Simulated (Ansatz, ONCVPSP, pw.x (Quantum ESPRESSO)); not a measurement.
# From atom to crystal: ONCV potential for aluminium (Al)

aluminium, optimised norm-conserving Vanderbilt (ONCV), made with ONCVPSP 4.0.1.1 (patched build) (LDA (Perdew-Wang 92), scalar-relativistic). Core [Ne], reference 3s2 3p1. Waves: 3s: rc 2.20 bohr, ncon 4, nbas 7, qcut 3.4 1/bohr, 3 projectors, debl 2.9 Ha; 3p: rc 2.60 bohr, ncon 3, nbas 8, qcut 3.8 1/bohr, 3 projectors, debl 3.5 Ha. Local part: polynomial inside 1.85 bohr (lpopt 5, dvloc0 -1 Ha). Core correction: Teter function, fcfact 2.5, rcfact 1.6.

Atomic tests: cutoffs needed: 5.2 Ha and 17 Ha (the cutoffs (Ha) at which the residual kinetic energy of the hardest occupied pseudo-wave falls to 1 and 0.1 mHa per electron) The cutoffs count occupied waves only; projector 3 of the s channel, the hardest unoccupied one, needs 30 Ha at the loose tolerance.; ghost test: no bound ghost flagged; GHOST(+) flagged for s at 245.9 eV; largest excitation error: -28 meV (all-electron minus pseudo) for 3s1 3p0, out of 4 test configurations.

Crystal test: fcc Al in pw.x 7.5, no spin, 14³ k-points, Fermi–Dirac smearing 0.01 Ry, cutoffs 50/200 Ry. The lattice is a test structure that the element need not adopt, and mesh and smearing are coarse.

pw.x input:

```
&control
  calculation='scf', prefix='x', pseudo_dir='./', outdir='./tmp', tstress=.true., disk_io='none'
/
&system
  ibrav=0, nat=1, ntyp=1, ecutwfc=50, ecutrho=200, nbnd=8,
  occupations='smearing', smearing='fd', degauss=0.01
/
&electrons
  conv_thr=1e-09, mixing_beta=0.4, electron_maxstep=70
/
ATOMIC_SPECIES
Al 1.0 Al.UPF
CELL_PARAMETERS angstrom
  0.00000000 1.99339488 1.99339488
  1.99339488 0.00000000 1.99339488
  1.99339488 1.99339488 0.00000000
ATOMIC_POSITIONS crystal
Al 0.0000 0.0000 0.0000
K_POINTS automatic
14 14 14 0 0 0
```

```bash
pw.x < Al.scf.in > Al.scf.out
```

How does the run end?

It converges; the pressure is -0.22 GPa against -0.23 GPa from all-electron LAPW.  The log shows:

```
     using ibrav=0 with symmetry is DISCOURAGED, use correct ibrav instead
     lattice parameter (alat)  =       5.3273  a.u.
     unit-cell volume          =     106.9071 (a.u.)^3
     number of electrons       =         3.00
     number of Kohn-Sham states=            8
     kinetic-energy cutoff     =      50.0000  Ry
     charge density cutoff     =     200.0000  Ry
     scf convergence threshold =      1.0E-09
     Exchange-correlation= SLA  PW   NOGX NOGC
     number of k points=   104  Fermi-Dirac smearing, width (Ry)=  0.0100
     iteration #  1     ecut=    50.00 Ry     beta= 0.40
     total energy              =      -4.59661992 Ry
     estimated scf accuracy    <       0.00566008 Ry
     iteration #  2     ecut=    50.00 Ry     beta= 0.40
     total energy              =      -4.59593274 Ry
     estimated scf accuracy    <       0.00185496 Ry
     iteration #  3     ecut=    50.00 Ry     beta= 0.40
     total energy              =      -4.59598445 Ry
     estimated scf accuracy    <       0.00000270 Ry
     iteration #  4     ecut=    50.00 Ry     beta= 0.40
     total energy              =      -4.59598603 Ry
     estimated scf accuracy    <       0.00000002 Ry
     iteration #  5     ecut=    50.00 Ry     beta= 0.40
     total energy              =      -4.59598604 Ry
     estimated scf accuracy    <          5.8E-09 Ry
     iteration #  6     ecut=    50.00 Ry     beta= 0.40
     the Fermi energy is     8.1279 ev
!    total energy              =      -4.59598604 Ry
     estimated scf accuracy    <          1.0E-10 Ry
     smearing contrib. (-TS)   =      -0.00201807 Ry
     The total energy is F=E-TS. E is the sum of the following terms:
     one-electron contribution =       3.00639915 Ry
     hartree contribution      =       0.00709108 Ry
     xc contribution           =      -2.13040969 Ry
     ewald contribution        =      -5.47704851 Ry
     convergence has been achieved in   6 iterations
          total   stress  (Ry/bohr**3)                   (kbar)     P=       -2.18
     Message from routine punch:
     Nothing written, as per user request (disk_io='none')
```
